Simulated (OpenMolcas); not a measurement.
# One shape, several levels: CH4OSi (SMILES CO[SiH])

Aim: a comparison of 6 runs (HF/STO-3G, HF/aug-cc-pVDZ, BLYP/aug-cc-pVDZ, PBE/aug-cc-pVDZ, SVWN5/aug-cc-pVDZ, r2SCAN/aug-cc-pVDZ) of CH4OSi. 

The results are computed with OpenMolcas 26.06.

### Step 1. The molecule

CH4OSi has 7 atoms, charge 0, and is taken as a singlet. As SMILES, `CO[SiH]`. The coordinates come from a PBE0-D4/def2-TZVP relaxation. This is one conformer, not always the lowest.

Bond lengths: C1–O2 1.410 Å, O2–Si3 1.639 Å, C1–H4 1.092 Å, C1–H5 1.095 Å, C1–H6 1.092 Å, Si3–H7 1.552 Å. Angles: C1–O2–Si3 130.6°, O2–C1–H4 109.2°, O2–C1–H5 110.9°, O2–C1–H6 109.2°, O2–Si3–H7 97.1°, H4–C1–H5 109.5°, H4–C1–H6 108.5°, H5–C1–H6 109.5°.

### Step 2. Energy and forces at HF/STO-3G (run 1)

mol.input reads:

```
&GATEWAY
 BasLib=$CurrDir
 Coord
 7
 bohr
 C     -0.96829567     0.91746203    -0.63967229
 O     -0.83752662    -0.84376271     1.35606747
 Si     1.50592275    -2.62161705     2.32417416
 H     -2.44984095     0.34166248    -1.95681140
 H      0.83866045     1.03462505    -1.64160508
 H     -1.45376631     2.77317309     0.12358809
 H      3.48030860    -1.73023324     0.34789858
 Basis=STO-3G
 Group=NoSym

&SEWARD

&SCF
 Thresholds=1e-10 1e-07 1e-07 1e-05
 PrOrbitals=1 2

&ALASKA
```

The basis set STO-3G is read from a file made from the Basis Set Exchange's data (not shown).

Launch:

```bash
export MOLCAS_MEM=1860
pymolcas mol.input > mol.log
```

What it wrote:

```text
--- Start Module: gateway ---
[...]
--- Stop Module: gateway /rc=_RC_ALL_IS_WELL_ ---
[...]
      Basis functions           23
[...]
--- Start Module: scf ---
[...]
       Convergence after  12 Iterations
[...]
::    Total SCF energy                               -399.1330243586
[...]
      Total spin, S                                     0.0000000000
[...]
      Total electronic charge=   32.000000
      Total            charge=   -0.000000
[...]
      Dipole Moment (debye):
      Origin of the operator (angstrom)=    0.1546   -0.6473    0.6693
                   X=  3.6579E-01               Y=  2.5325E-01               Z= -4.6905E-01           Total=  6.4649E-01
      Quadrupole Moment (debye*angstrom):
[...]
 *              Molecular gradients               *
 **************************************************
  Irreducible representation: a
 ------------------------------------------------------------------------------------------
                              X                       Y                       Z
 ------------------------------------------------------------------------------------------
  C1               -9.20438735290885E-03    8.01286751549490E-03   -5.09173921746520E-03
  O2                2.96102174126212E-03    9.33125051572881E-03   -1.22816736372684E-02
  SI3              -2.13648526027157E-02   -1.33339617633563E-02    2.56836736165518E-02
  H4                6.95962396792371E-04   -2.79449328235093E-03    4.96156483701604E-03
  H5                1.79308540087275E-03   -5.24215101152237E-03    5.26346167715142E-03
  H6               -5.67081024080984E-05   -4.58722098463227E-03    3.43550661965630E-03
  H7                2.51758785191214E-02    8.61370901066438E-03   -2.19707938956324E-02
 ------------------------------------------------------------------------------------------
[...]
```

Wall time 1.9 s (1 thread of Arm Neoverse V1, shared host); peak memory 0.37 GiB.

### Step 3. Energy and gradient at HF/aug-cc-pVDZ (run 2)

test.input reads:

```
* CH4OSi Hartree-Fock
&GATEWAY
BasLib = $CurrDir
Coord
7
angstrom
C       -0.512400       0.485500      -0.338500
O       -0.443200      -0.446500       0.717600
Si       0.796900      -1.387300       1.229900
H       -1.296400       0.180800      -1.035500
H        0.443800       0.547500      -0.868700
H       -0.769300       1.467500       0.065400
H        1.841700      -0.915600       0.184100
Basis = aug-cc-pVDZ
Group = NoSym
&SEWARD
&SCF
Thresholds = 1e-10 1e-07 1e-07 1e-05
PrOrbitals = 1 1
&ALASKA
```

The basis set aug-cc-pVDZ is read from a file made from the Basis Set Exchange's data (not shown).

Launch:

```bash
export MOLCAS_MEM=1860
pymolcas test.input > test.log
```

What it wrote:

```text
--- Start Module: gateway ---
[...]
--- Stop Module: gateway /rc=_RC_ALL_IS_WELL_ ---
[...]
      Basis functions          109
[...]
--- Start Module: scf ---
[...]
       Convergence after  12 Iterations
[...]
::    Total SCF energy                               -403.9784295527
[...]
      Total spin, S                                     0.0000000000
[...]
      Total electronic charge=   32.000000
      Total            charge=   -0.000000
[...]
      Dipole Moment (debye):
      Origin of the operator (angstrom)=    0.1546   -0.6473    0.6693
                   X=  1.3178E-01               Y=  1.1065E+00               Z= -1.3551E+00           Total=  1.7544E+00
      Quadrupole Moment (debye*angstrom):
[...]
 *              Molecular gradients               *
 **************************************************
  Irreducible representation: a
 ------------------------------------------------------------------------------------------
                              X                       Y                       Z
 ------------------------------------------------------------------------------------------
  C1                5.48699871032454E-05   -3.13664231585520E-04    2.68588181465468E-04
  O2                1.22181987463179E-02   -1.06430820231295E-02    6.66707050931237E-03
  SI3              -1.32074367462662E-02    7.10313167038912E-03   -2.05312933723878E-03
  H4               -1.90228540210269E-03   -3.56618330436403E-04   -1.52704275890914E-03
  H5                3.55447557779720E-03   -1.63773005593004E-04   -1.50905605736584E-03
  H6               -8.50067076973604E-04    2.24285756237208E-03    6.98754671753565E-04
  H7                1.32244914221147E-04    2.13114835795995E-03   -2.54518520905989E-03
 ------------------------------------------------------------------------------------------
[...]
```

Wall time 15 s (1 thread of Arm Neoverse V1, shared host); peak memory 0.64 GiB.

Runs 3 to 4 aren't shown in full; the table further down has their settings and results.

### Step 4. Energy and forces at SVWN5/aug-cc-pVDZ (run 5)

input.xyz reads:

```xyz
7

C     -0.512400     0.485500    -0.338500
O     -0.443200    -0.446500     0.717600
Si     0.796900    -1.387300     1.229900
H     -1.296400     0.180800    -1.035500
H      0.443800     0.547500    -0.868700
H     -0.769300     1.467500     0.065400
H      1.841700    -0.915600     0.184100
```

calc.input reads:

```
* CH4OSi Kohn-Sham DFT
&GATEWAY
BasLib=$CurrDir
Coord=input.xyz
Basis=aug-cc-pVDZ
Group=NoSym
&SEWARD
GridInput
Grid=UltraFine
End of Grid
&SCF
KSDFT=SVWN5
Thresholds=1e-10 1e-07 1e-07 1e-05
PrOrbitals=1 1
&ALASKA
```

The basis set aug-cc-pVDZ is read from a file made from the Basis Set Exchange's data (not shown).

Launch:

```bash
export MOLCAS_MEM=1860
pymolcas calc.input > calc.log
```

What it wrote:

```text
--- Start Module: gateway ---
[...]
--- Stop Module: gateway /rc=_RC_ALL_IS_WELL_ ---
[...]
      Basis functions          109
[...]
--- Start Module: scf ---
[...]
       Convergence after  15 Iterations
[...]
::    Total KS-DFT energy                            -403.1253838326
[...]
      Total spin, S                                     0.0000000000
[...]
      Total electronic charge=   32.000000
      Total            charge=   -0.000000
[...]
      Dipole Moment (debye):
      Origin of the operator (angstrom)=    0.1546   -0.6473    0.6693
                   X= -1.3664E-01               Y=  1.1725E+00               Z= -1.3048E+00           Total=  1.7596E+00
      Quadrupole Moment (debye*angstrom):
[...]
 *              Molecular gradients               *
 **************************************************
  Irreducible representation: a
 ------------------------------------------------------------------------------------------
                              X                       Y                       Z
 ------------------------------------------------------------------------------------------
  C1               -1.24511743019462E-03    6.91442740916770E-03   -7.54074739196220E-03
  O2                2.06118059166798E-02   -1.55297373008835E-02    8.38808133115121E-03
  SI3              -1.56504205331665E-02    1.88676737799636E-02   -1.46432338775702E-02
  H4                8.06080777245755E-03    3.05985817156856E-03    6.72001668460265E-03
  H5               -1.07368764284028E-02   -6.29491193522291E-05    5.19587404252042E-03
  H6                2.83412733041166E-03   -9.65526234827174E-03   -4.16805719657298E-03
  H7               -3.87432662778719E-03   -3.59401059215312E-03    6.04806640784572E-03
 ------------------------------------------------------------------------------------------
[...]
```

It took 41 s on 1 thread of Arm Neoverse V1, shared host; peak memory 0.64 GiB.

### Step 5. Energy and gradient at r2SCAN/aug-cc-pVDZ (run 6)

job.input reads:

```
* CH4OSi Kohn-Sham DFT
>>> EXPORT MOLCAS_PRINT=2
&GATEWAY
BasLib=$CurrDir
BasisSet
C.aug-cc-pVDZ....
C1 -0.512400 0.485500 -0.338500 angstrom
End of Basis
BasisSet
O.aug-cc-pVDZ....
O2 -0.443200 -0.446500 0.717600 angstrom
End of Basis
BasisSet
Si.aug-cc-pVDZ....
Si3 0.796900 -1.387300 1.229900 angstrom
End of Basis
BasisSet
H.aug-cc-pVDZ....
H4 -1.296400 0.180800 -1.035500 angstrom
H5 0.443800 0.547500 -0.868700 angstrom
H6 -0.769300 1.467500 0.065400 angstrom
H7 1.841700 -0.915600 0.184100 angstrom
End of Basis
&SEWARD
GridInput
Grid=UltraFine
End of Grid
&SCF
KSDFT=2
1.0 MGGA_X_R2SCAN
1.0 MGGA_C_R2SCAN
Thresholds=1e-10 1e-07 1e-07 1e-05
PrOrbitals=1 1
&ALASKA
```

The basis set aug-cc-pVDZ is read from a file made from the Basis Set Exchange's data (not shown).

Launch:

```bash
export MOLCAS_MEM=1860
pymolcas job.input > job.log
```

What it wrote:

```text
--- Start Module: gateway ---
[...]
--- Stop Module: gateway /rc=_RC_ALL_IS_WELL_ ---
[...]
      Basis functions          109
[...]
--- Start Module: scf ---
[...]
       Convergence after  15 Iterations
[...]
::    Total KS-DFT energy                            -405.1132163424
[...]
      Total spin, S                                     0.0000000000
[...]
      Total electronic charge=   32.000000
      Total            charge=   -0.000000
[...]
      Dipole Moment (debye):
      Origin of the operator (angstrom)=    0.1546   -0.6473    0.6693
                   X= -1.4361E-01               Y=  1.2014E+00               Z= -1.3354E+00           Total=  1.8020E+00
      Quadrupole Moment (debye*angstrom):
[...]
 *              Molecular gradients               *
 **************************************************
  Irreducible representation: a
 ------------------------------------------------------------------------------------------
                              X                       Y                       Z
 ------------------------------------------------------------------------------------------
  C1               -8.62011157984899E-04   -3.92645478269404E-03    4.94436658017161E-03
  O2                2.16524621823364E-02   -9.65784593029020E-03    1.03791393616604E-03
  SI3              -1.90662713501348E-02    1.74969558812048E-02   -1.14248957155496E-02
  H4                3.51878163692931E-03    1.51701902872583E-03    2.62949377408361E-03
  H5               -4.04210520836124E-03   -2.66645460271775E-04    2.23517059862877E-03
  H6                1.26916820701145E-03   -3.93321179277439E-03   -2.04002021072584E-03
  H7               -2.47002430984056E-03   -1.22981694395602E-03    2.61797103717454E-03
 ------------------------------------------------------------------------------------------
[...]
```

It took 80 s on 1 thread of Arm Neoverse V1, shared host; peak memory 0.64 GiB.

### Step 6. Overview of the runs

```csv
run,level,integration grid,energy (Eh),dipole moment (D),HOMO energy (eV),LUMO energy (eV),wall time
1,HF/STO-3G,–,-399.133024,0.65,-6.29,6.81,1.9 s
2,HF/aug-cc-pVDZ,–,-403.978430,1.75,-9.01,0.65,15 s
3,BLYP/aug-cc-pVDZ,UltraFine,-405.172708,1.63,-5.39,-2.74,57 s
4,PBE/aug-cc-pVDZ,UltraFine,-404.921071,1.72,-5.49,-2.88,54 s
5,SVWN5/aug-cc-pVDZ,UltraFine,-403.125384,1.76,-5.53,-3.04,41 s
6,r2SCAN/aug-cc-pVDZ,UltraFine,-405.113216,1.80,-5.68,-2.73,80 s
```

### Step 7. Results

```
                       quantity          value
            run 6: total energy  -405.11322 Eh
           run 6: dipole moment         1.80 D
             run 6: HOMO energy       -5.68 eV
             run 6: LUMO energy       -2.73 eV
           run 6: HOMO–LUMO gap        2.95 eV
run 6: largest force on an atom     1.455 eV/Å
```

**Reading.** The dipole moment (its size) runs from 0.65 D (HF/STO-3G) to 1.80 D (r2SCAN/aug-cc-pVDZ). The two ends differ in method and basis. The HOMO–LUMO gap runs from 2.50 eV (SVWN5/aug-cc-pVDZ) to 13.09 eV (HF/STO-3G). Totals of different functionals can't be ranked against each other. In run 1 the basis is minimal, so the values are rough. All runs together took 4.2 min, the longest 80 s.
